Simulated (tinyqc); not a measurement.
Pariser-Parr-Pople SCF with singles CI, for the molecule C=C(O)Cl (SMILES; centres numbered as the heavy atoms are written), step by step. Computed by tinyqc, a small Python program that keeps every step. Settings: charge = 0, gamma = MN, start = huckel, damping = 0.5, iteration cap = 90, excitations kept = 4. Command: `OMP_NUM_THREADS=1 python tinyqc.py 20184 20185 out.jsonl` (the two numbers bound the seeds that draw the settings). One thread of a shared host (Intel(R) Xeon(R) Processor @ 2.60GHz), about 0.01 s of CPU time with the checks.

Centres (angstrom, eV; a flat drawing with bonds scaled to 1.40 angstrom):

| centre | x | y | core charge z | W | gamma_rr |
|---|---|---|---|---|---|
| 1C | -1.212000 | -0.700000 | 1 | 11.160000 | 11.130000 |
| 2C | 0.000000 | 0.000000 | 1 | 11.160000 | 11.130000 |
| 3O | 1.212000 | -0.700000 | 2 | 33.000000 | 21.500000 |
| 4Cl | 0.000000 | 1.400000 | 2 | 26.000000 | 13.000000 |

Resonance integrals (eV):

| i | j | beta |
|---|---|---|
| 1 | 2 | -2.370000 |
| 2 | 3 | -2.230000 |
| 2 | 4 | -1.570000 |

Stop when output and input P, before any damping, agree to 1e-7.

Course of the cycle:

| iteration | E (eV) | largest \|P(out) - P(in)\| |
|---|---|---|
| 1 | -106.64363942 | 4.10e-01 |
| 2 | -107.60487570 | 2.09e-01 |
| 3 | -108.13946642 | 1.08e-01 |
| 4 | -108.42838437 | 5.60e-02 |
| 5 | -108.58168225 | 2.96e-02 |
| 6 | -108.66198594 | 1.85e-02 |
| 7 | -108.70366004 | 1.20e-02 |
| 8 | -108.72513448 | 7.85e-03 |
| 9 | -108.73613968 | 5.15e-03 |
| 10 | -108.74175533 | 3.39e-03 |
| 11 | -108.74461099 | 2.23e-03 |
| ... | ... | ... |
| 26 | -108.74753721 | 4.56e-06 |
| 27 | -108.74753726 | 3.02e-06 |
| 28 | -108.74753728 | 2.01e-06 |
| 29 | -108.74753729 | 1.33e-06 |
| 30 | -108.74753730 | 8.82e-07 |
| 31 | -108.74753730 | 5.85e-07 |
| 32 | -108.74753731 | 3.88e-07 |
| 33 | -108.74753731 | 2.57e-07 |
| 34 | -108.74753731 | 1.71e-07 |
| 35 | -108.74753731 | 1.13e-07 |
| 36 | -108.74753731 | 7.51e-08 |

Can the last value be used, and what does the course show?

Yes. Converged in 36 iterations.
